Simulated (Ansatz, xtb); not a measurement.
**Relative energy of two isomers of C4H6O**

We compare a, `C/C=C/C=O`, a singlet, with b, `CC(C)=C=O`, a singlet. Both are isolated molecules in the gas phase, relaxed with r2SCAN-D4/def2-SVP, each in the lowest conformer that the search found.

a (Å):

```yaml
atoms:
  - { symbol: C, position_ang: [1.8187, 0.5302, 0.9585] }
  - { symbol: C, position_ang: [0.5255, 1.2147, 0.6958] }
  - { symbol: C, position_ang: [0.1279, 1.7368, -0.4815] }
  - { symbol: C, position_ang: [-1.1781, 2.3910, -0.6152] }
  - { symbol: O, position_ang: [-1.6033, 2.8826, -1.6386] }
  - { symbol: H, position_ang: [1.6483, -0.4978, 1.3232] }
  - { symbol: H, position_ang: [2.4529, 0.4847, 0.0616] }
  - { symbol: H, position_ang: [2.3765, 1.0459, 1.7596] }
  - { symbol: H, position_ang: [-0.1678, 1.3000, 1.5469] }
  - { symbol: H, position_ang: [0.7566, 1.6953, -1.3795] }
  - { symbol: H, position_ang: [-1.7827, 2.4057, 0.3364] }
```

b (Å):

```csv
atom,x (Å),y (Å),z (Å)
C,1.0243,0.1497,0.2296
C,0.1336,1.3639,0.1232
C,0.6868,2.7156,0.5054
C,-1.1134,1.2453,-0.2992
O,-2.2196,1.1400,-0.6738
H,1.9178,0.2654,-0.4097
H,1.3756,0.0149,1.2682
H,0.5119,-0.7745,-0.0739
H,1.0204,2.7156,1.5584
H,-0.0532,3.5202,0.3878
H,1.5620,2.9686,-0.1193
```

Quicker runs give these differences E(b) − E(a): GFN2-xTB −7.4 kcal/mol; HF/STO-3G −2.1 kcal/mol (at GFN2-xTB geometries); r2SCAN-D4/def2-SVP//GFN2-xTB +1.3 kcal/mol.

Question: Estimate which is lower in electronic energy at CCSD(T)/def2-SVP + ΔMP2/def2-TZVPP, and by roughly how much.

Answer: The CCSD(T)/def2-SVP + ΔMP2/def2-TZVPP calculation puts structure a lower, by 3.6 kcal/mol.

How the difference moves with the method:

```tsv
level	geometry	E(b) − E(a) (kcal/mol)	departure from the last row (kcal/mol)	job, with rough time for the two
GFN2-xTB	GFN2-xTB	−7.4	−11.0	optimisation, 0.096 s
HF/STO-3G	GFN2-xTB	−2.1	−5.8	single point, 0.2 s
r2SCAN-D4/def2-SVP//GFN2-xTB	GFN2-xTB	+1.3	−2.3	single point, 2.1 s
r2SCAN-D4/def2-SVP	r2SCAN-D4/def2-SVP	+1.1	−2.5	optimisation, 14 s
HF/def2-SVP	r2SCAN-D4/def2-SVP	+5.2	+1.6	part of the CCSD(T) run
MP2/def2-SVP	r2SCAN-D4/def2-SVP	+0.2	−3.5	part of the CCSD(T) run
CCSD(T)/def2-SVP	r2SCAN-D4/def2-SVP	+2.6	−1.1	single point
CCSD(T)/def2-SVP + ΔMP2/def2-TZVPP	r2SCAN-D4/def2-SVP	+3.6		single point, 13 s
```

As drawn, both hold the same kinds of bond in the same numbers. Structure a has 1 methyl group, b 2.

GFN2-xTB, HF/STO-3G put the two in the other order. MP2/def2-SVP finds them nearly level. The largest departure from CCSD(T)/def2-SVP + ΔMP2/def2-TZVPP is that of GFN2-xTB, 11.0 kcal/mol. The last row adds to CCSD(T) the change of the MP2 difference between the two basis sets, here +1.1 kcal/mol.

With harmonic frequencies from r2SCAN-D4/def2-SVP (ideal gas, rigid rotor, one conformer each, 298.15 K, 1 atm): on the last row, ΔE + ΔZPE = +3.6, ΔH = +3.8, ΔG = +3.7 kcal/mol.

The correlated steps freeze 5 core orbitals. Codes used: Ansatz 0.2.0, xtb 6.7.1; the last row on 4 threads of Arm Neoverse V1 on a shared host.
